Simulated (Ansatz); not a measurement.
# C2HSi: the cost of one run

The runs use Ansatz 0.2.0, Gaussian basis; def2-TZVPP, core rule «outside noble gas», up to 7 orbitals frozen.

To be run: UHF; ROHF; CCSD(T) on UHF.

2 further runs of the same task are left out: 2 set aside as unsound or not needed.

## 1. What is computed

The geometry is a PBE0/def2-TZVP stationary point (not a proven minimum).

4 atoms, charge 0, spin multiplicity 2.

Atoms are counted from 1 here; the program's logs count them from 0.

Bond lengths: C1–C2 1.277 Å, C2–Si3 1.694 Å, Si3–H4 1.502 Å. Angles: C1–C2–Si3 166.4°, C2–Si3–H4 118.3°.

## 2. UHF

in.yaml

```yaml
crystal:
  periodic: [false, false, false]
  atoms:
    - {symbol: C, position_ang: [0.000000, 0.010293, 1.919554]}
    - {symbol: C, position_ang: [0.000000, 0.134643, 0.648509]}
    - {symbol: Si, position_ang: [0.000000, -0.101792, -1.029371]}
    - {symbol: H, position_ang: [0.000000, 1.109295, -1.918604]}
basis:
  gaussian: {orbitals: def2-TZVPP}
magnetization: {spin_polarized: true, initial_magnetization: 1}
hamiltonian: {xc: hf}
output: {orbitals: {seedname: orbitals}}
```

Run with:

```console
$ ansatz run in.yaml --threads 1 --pin off --events-out ev --progress --plain --max-ram 2560MiB --backend cpu
```

**Question.** How long does this run take on 1 thread of AMD EPYC 7R13, shared host, and how much memory does it need?

About 13 s, with a peak of 0.27 GiB.
